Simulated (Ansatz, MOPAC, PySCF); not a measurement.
Molecule: C$_{2}$F$_{4}$, net charge 0, singlet state. SMILES: FC(F)=C(F)F
Structure (B3LYP-D3(BJ)/def2-TZVP (Ansatz, a program for electronic structure) minimum search):
```xyz
6

C      0.0032     0.0064     0.6604
C     -0.0032    -0.0064    -0.6604
F      0.0249     1.1143     1.3758
F     -0.0115    -1.0873     1.3975
F      0.0115     1.0873    -1.3975
F     -0.0249    -1.1143    -1.3758
```

Unscaled harmonic wavenumbers (cm⁻¹) in rising order, each level at the stationary point that it reaches from this structure (no distance between atoms moves by over 0.3 Å); the order of modes can differ between levels, and a negative number is imaginary. B3LYP-D3(BJ)/def2-TZVP (PySCF, at the structure above): 199, 212, 399, 416, 553, 554, 554, 795, 1185, 1325, 1328, 1908.

PM3 (MOPAC): 178, 228, 388, 398, 531, 539, 555, 929, 1486, 1663, 1706, 2018. Zero-point energy 15.2 against 13.5 kcal/mol; where all levels lie over 400 cm⁻¹, the wavenumbers are on average 1.119 times those of B3LYP-D3(BJ)/def2-TZVP.

HF/3-21G (Ansatz): 220, 220, 409, 486, 564, 581, 676, 839, 1287, 1486, 1502, 2130. Zero-point energy 14.9 against 13.5 kcal/mol; where all levels lie over 400 cm⁻¹, the wavenumbers are on average 1.100 times those of B3LYP-D3(BJ)/def2-TZVP.
